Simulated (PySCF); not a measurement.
Computed shifts of a molecule C4H6, PBE/pcSseg-1 run with PySCF, GIAO, gas phase, equivalent atoms averaged, in ppm (number of nuclei): ¹³C: 148.2 (2), 126.7 (2). ¹H: 6.74 (2), 5.71 (4). References: ¹³C against TMS (σ = 182.0 ppm); ¹H against TMS (σ = 31.49 ppm), references at their B3LYP-D3(BJ)/def2-TZVP geometries, non-relativistic. Geometry: r2SCAN-D4/def2-SVP. Other conformers were not sampled.

Problem. Which molecule gave these data?
(A) C#CCC
(B) C=C=CC
(C) C=CC=C
(D) CC#CC

Solution. C, C=CC=C
